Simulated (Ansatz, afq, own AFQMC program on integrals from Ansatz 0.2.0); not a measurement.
## H2O + Br, doublet: a scan with AFQMC

```yaml
atoms:
  - { symbol: O, position_ang: [-0.9663, -0.2316, 0.0000] }
  - { symbol: H, position_ang: [-1.2156, 0.6949, 0.0000] }
  - { symbol: H, position_ang: [-0.0068, -0.2316, 0.0000] }
  - { symbol: Br, position_ang: [2.1887, -0.2316, 0.0000] }
```

A hydrogen atom is moved from one rigid fragment to the other; the O1–H3 distance tells how far. The two fragments are held close together, so this isn't a minimum-energy path and the start is a compressed complex. Energies in mEh count from this geometry (0.960 Å) at the same level; the start stands on UHF, each point on the determinant named.

Basis cc-pVTZ. Noble-gas cores (and the filled d shells of Ga–Kr and In–Xe) are frozen. AFQMC by an in-house program on the Cholesky factors that Ansatz 0.2.0 writes for its CCSD(T) run. ph-AFQMC/CISD is guided by a CISD state made of CCSD amplitudes; releasing the constraint for a short imaginary time cuts its bias at the price of noise, slowly where states lie close. Error bars are statistical, one sigma. No spin–orbit coupling.

Cautions, each for one point or more: inner d shell frozen; no relativity below Rb; no spin-orbit coupling; the ph-AFQMC/CISD walk drifts between its halves; the search met a lower determinant of the same kind, perhaps of another symmetry; unrestricted determinant slightly spin contaminated; unrestricted determinant spin contaminated.

| r(O1–H3) / Å | det. | T1 | weight | ⟨S²⟩ | wB97M-V | B3LYP | CCSD(T) |
| --- | --- | --- | --- | --- | --- | --- | --- |
| 1.150 | UHF | 0.011 | 0.87 | 0.76 | 24.6 | 19.9 | 25.7 |
| 1.245 | UHF† | 0.026 | 0.85 | 0.85 | 41.0 | 34.3 | 44.1 |
| 1.340 | UHF† | 0.033 | 0.84 | 0.89 | 52.8 | 44.0 | 56.7 |
| 1.435 | UHF† | 0.028 | 0.85 | 0.84 | 56.6 | 47.8 | 60.5 |
| 1.625 | UHF | 0.009 | 0.88 | 0.76 | 47.3 | 43.1 | 48.9 |

Q: Estimate the curve of phaseless AFQMC with a CISD trial, counted from the same start.

A: 
```
r(O1–H3) / Å  det.     T1  weight  ⟨S²⟩  ph-AFQMC/CISD  released AFQMC
       1.150   UHF  0.011    0.87  0.76     25.2 ± 0.4               –
       1.245  UHF†  0.026    0.85  0.85     44.6 ± 0.3               –
       1.340  UHF†  0.033    0.84  0.89     56.3 ± 0.3               –
       1.435  UHF†  0.028    0.85  0.84     60.0 ± 0.3      60.0 ± 0.5
       1.625   UHF  0.009    0.88  0.76     47.9 ± 0.3      48.7 ± 0.4
```

Weight is that of the determinant in the CISD state; at the start T1 is 0.008 and the weight 0.88, and ⟨S²⟩ is 0.76. A dagger marks points whose determinant fills other symmetries than the start's, so the wave-function levels may follow another state there, or a degenerate partner. A dash marks a missing value, a released energy that hasn't settled or a functional that sits on another state. Largest departures from phaseless AFQMC with a CISD trial: CCSD(T) 1.0 mEh at 1.625 (on UHF), released AFQMC 0.9 mEh at 1.625 (on UHF) (within the noise), wB97M-V -0.6 mEh at 1.625 (within the noise), B3LYP -5.3 mEh at 1.150. The walk's constraint bias lies outside its error bars, so these are departures and not errors. Functionals count only at points shown to share the start's state and spin.

A walk keeps the symmetry of its determinant, which the program's search chose and which needn't be the lowest solution, so a lower state of the same spin and another symmetry isn't excluded. Released energies are given only where the last usable release times agree within the noise; a slower fall can still hide under it.
